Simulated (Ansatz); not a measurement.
Mulliken charges of `C=C=C=N` from ωB97M-V/def2-TZVPP in Ansatz (PBE0-D4/def2-TZVP geometry).

| atom | x (Å) | y (Å) | z (Å) | charge (e) |
| --- | --- | --- | --- | --- |
| C1 | -0.970 | 1.188 | 0.151 | -0.142 |
| C2 | -0.171 | 0.177 | -0.083 | -0.171 |
| C3 | 0.618 | -0.804 | -0.258 | 0.108 |
| N4 | 1.342 | -1.751 | -0.568 | -0.207 |
| H5 | -1.569 | 1.636 | -0.639 | 0.130 |
| H6 | -1.070 | 1.622 | 1.144 | 0.127 |
| H7 | 1.882 | -2.136 | 0.207 | 0.154 |

Q: By hand: the dipole of these point charges (1 e Å = 4.8032 D).

A: Σ q r = (-0.094, 0.166, 0.177) e Å, of length 0.260 e Å = 1.25 D.

Q: How does the dipole of the full density compare? (Best estimate.)

A: Computed: (-0.079, 0.201, 0.339) e Å, 1.93 D; the point charges give 0.65 times that, at 16° from its direction.

Point charges leave out the atoms' own dipoles, such as those of lone pairs, and Mulliken's split depends on the basis, so the two needn't agree.
